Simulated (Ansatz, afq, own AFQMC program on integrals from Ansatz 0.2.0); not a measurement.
# AlSiH, triplet → AlSiH, quintet

```yaml
atoms:
  - { symbol: Si, position_ang: [0.0000, -0.0360, 1.1654] }
  - { symbol: Al, position_ang: [0.0000, -0.0118, -1.2249] }
  - { symbol: H, position_ang: [0.0000, 1.3177, 0.3154] }
```

Connectivity, by distances: SiH–Al.

E(quintet, charge +0) − E(triplet, charge +0) at this geometry, on UHF and UHF determinants.

Basis 6-31G. Only valence electrons are correlated. Ansatz 0.2.0 and our own AFQMC program on the same integrals; the CISD trial comes from CCSD amplitudes, and released means the phaseless constraint is let go. Uncertainties: one standard error, sampling alone. The errors of all members are added in quadrature.

Full CI on the same integrals is exact in this basis and with this determinant's frozen core.

Errors are counted within 6-31G, not against nature.

Cautions: AlSiH (triplet): the released energies have errors that jump between times, so the bars are unsure, so no released level is given (meV from the phaseless value at times in 1/Eh: -2.6 ± 0.8 at 0.24, -5.2 ± 0.6 at 0.51, -7.7 ± 0.5 at 0.99, -5 ± 7 at 1.62, -12.1 ± 0.5 at 2.40), its ph-AFQMC/CISD value lies 15.8 ± 0.7 meV above full CI; AlSiH (quintet): another spin lies lower; core correlation is missing, and it shifts such a gap most where an s electron is promoted.

```json
{"level": "MP2", "vertical spin gap (eV)": "3.370"}
{"level": "CCSD", "vertical spin gap (eV)": "3.611"}
```

From these cheaper values, estimate the vertical spin gap at the reference level in 6-31G.

3.646 eV (full CI in 6-31G).

```tsv
level	vertical spin gap (eV)	error against FCI (eV)
HF	2.725	-0.921
CCSD(T)	3.642	-0.004
CCSDT	3.641	-0.004
CCSDT(Q)	3.645	0.000
CCSDTQ	3.645	0.000
ph-AFQMC/CISD	3.643 ± 0.001	-0.002 ± 0.001
```

Correlation beyond CCSD(T) adds 0.004 eV. The perturbative (T) step is worth +0.031 eV.

CCSDT and higher add their correlation energy to the determinant of the CCSD(T) run, since their own runs factorise the integrals more tightly (a shift of under 2 meV). A walk keeps the symmetry of its determinant, which the program's search chose and which needn't be the lowest solution, so a lower state of the same spin and another symmetry isn't excluded.
